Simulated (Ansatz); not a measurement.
Born–Oppenheimer molecular dynamics of H2S + H4Si (8 atoms, charge 0, multiplicity 1). It starts from a relaxed structure.

Method: Ansatz 0.2.0, RKS revPBE-D4/STO-3G.

```yaml
ensemble: NVT, Nosé–Hoover chain
time_step: 0.5 fs
steps_asked: 100
set_temperature: 700 K
thermostat: time constant 1 fs, chain length 1
seed: 98157
```

First frame:

```xyz
8
Properties=species:S:1:pos:R:3
S -0.110 -0.514 -2.174
H -0.896 0.574 -2.451
H 1.019 0.221 -2.423
Si -0.003 -0.059 1.401
H -1.044 -1.033 1.111
H 1.288 -0.553 0.948
H 0.054 0.159 2.840
H -0.307 1.205 0.748
```

(1) How far do the bonds stretch over the last three quarters of this one trajectory? (Pairs bonded in most of those frames.)

Answers

(1) 
| bond | mean (Å) | spread (Å) | shortest | longest |
| --- | --- | --- | --- | --- |
| S1–H2 | 1.373 | 0.015 | 1.34 | 1.40 |
| S1–H3 | 1.376 | 0.023 | 1.33 | 1.42 |
| Si4–H5 | 1.468 | 0.065 | 1.36 | 1.58 |
| Si4–H6 | 1.466 | 0.061 | 1.35 | 1.60 |
| Si4–H7 | 1.464 | 0.043 | 1.39 | 1.54 |
| Si4–H8 | 1.468 | 0.063 | 1.36 | 1.56 |

Mean temperature of the second half: 712 K. The conserved energy stayed within 0.96 meV per atom of its start (net change 0.36 meV per atom), so the integration is sound. A run of 0.05 ps of so small a system gives no equilibrium averages. Limits of this set-up: minimal basis.

The run took 50 s on 1 thread of Intel(R) Xeon(R) 6975P-C (Granite Rapids) (shared host), peak memory 0.081 GiB.
